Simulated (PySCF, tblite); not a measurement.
# C2H4BrF, a complex of two parts: NMR shifts, interaction energy, infrared bands, spin-spin couplings and core binding energies

An exercise on one series of results from a longer session: the logs are not shown, and one member is left open.

Programs: tblite 0.8.0 and PySCF 2.14.0. All values are calculated, for the isolated system unless a continuum is named. Atoms count from 0, parts from 1.

## Starting point

8 atoms, charge 0, multiplicity 1; geometry: rigid parts in contact. Parts: 1 = atoms 0–1, `FBr`, charge 0; 2 = atoms 2–7, `C=C`, charge 0.

The first run:

Job settings and geometry (Å):

```
{"job": {"kind": "dock", "xc": "GFN2-xTB", "basis": "xTB"}, "charge": 0, "multiplicity": 1, "parts": [{"atoms": "0-1", "charge": 0, "multiplicity": 1}, {"atoms": "2-7", "charge": 0, "multiplicity": 1}]}
Br     0.899879     0.000610    -0.000156
F     -0.899879    -0.000610     0.000156
C      3.473945     2.749292    -1.046189
C      3.594880     1.478430    -0.725394
H      3.646794     3.103890    -2.049084
H      3.195962     3.497566    -0.322058
H      3.871712     0.730135    -1.450029
H      3.422541     1.123544     0.277590
```

Method: GFN2-xTB search for minima from random contacts, gas phase.

Launch:

```
> OMP_NUM_THREADS=1 python cluster_run.py task.json out
```

This one command runs all jobs of the session in turn.

Among the steps run: Docking the parts with GFN2-xTB; Geometry optimisation at PBE0-D3(BJ)/def2-TZVPD; Nuclear shieldings: PBE0/pcSseg-2; Coupled-cluster interaction energy: CCSD(T) and MP2.

One of the session's tables, all rows but one given; the rest of the session is left out.

It belongs to the step «Coupled-cluster interaction energy: CCSD(T) and MP2». 

```
                 method  interaction energy (kcal/mol)
         HF/aug-cc-pVDZ                           0.70
        MP2/aug-cc-pVDZ                          -7.30
       CCSD/aug-cc-pVDZ                          -2.37
    CCSD(T)/aug-cc-pVDZ                          -3.84
         HF/aug-cc-pVQZ                           0.37
        MP2/aug-cc-pVQZ                              ?
    SCS-MP2/aug-cc-pVQZ                          -7.51
      MP2, extrapolated                         -11.77
CCSD(T), limit estimate                          -8.30
```

Q: Estimate the row for MP2/aug-cc-pVQZ from the others.

The run gave: interaction energy (kcal/mol): -11.12. In the column «interaction energy (kcal/mol)» it lies between MP2, extrapolated (-11.77) and CCSD(T), limit estimate (-8.30).

To keep in mind: The interaction energy leaves out the deformation of the parts, 1.52 kcal/mol (MP2); added to the CCSD(T) estimate it gives a binding of about -6.78 kcal/mol.
